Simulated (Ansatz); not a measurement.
A made-up structure of SiNH$_{3}$, closed shell:

| atom | x (Å) | y (Å) | z (Å) |
| --- | --- | --- | --- |
| N1 | 0.6603 | -0.8392 | 0.7931 |
| Si2 | -0.0618 | 0.4225 | -0.2405 |
| H3 | 0.1366 | -1.8296 | 0.9643 |
| H4 | -1.5044 | 0.4075 | -1.0799 |
| H5 | 0.7693 | 1.8388 | -0.4371 |

It is relaxed with PBE-D4/def2-SVP and then PBE0-D4/def2-TZVP (Ansatz 0.2.0). Atoms count as bonded within 1.22 times the sum of their covalent radii (H–H: 0.88 Å). The end point is not checked to be a true minimum.

Does its bonding change? (A judgement: the text doesn't fix the answer.)

Computed: No: no bond forms or breaks.

Where it ends: The first stage lowers the energy by 0.95 eV in 6 steps. It ends as SiNH₃ ([NH][SiH2]):
| atom | x (Å) | y (Å) | z (Å) |
| --- | --- | --- | --- |
| N1 | 0.5894 | -0.7496 | 0.7079 |
| Si2 | -0.0550 | 0.3773 | -0.2147 |
| H3 | 0.1215 | -1.6337 | 0.8607 |
| H4 | -1.3432 | 0.3644 | -0.9639 |
| H5 | 0.6874 | 1.6416 | -0.3900 |

Labels in which every atom is bracketed show which atoms are joined, not bond orders.

For scale, one of the runs: PBE0-D4/def2-TZVP relaxation, 86 basis functions, launched by `ansatz run in.yaml --threads 2 --pin off --events-out ev --progress --plain --max-ram 4352MiB`. The run took about 5.5 s on 2 CPU threads of an Arm Neoverse V2 (shared host).
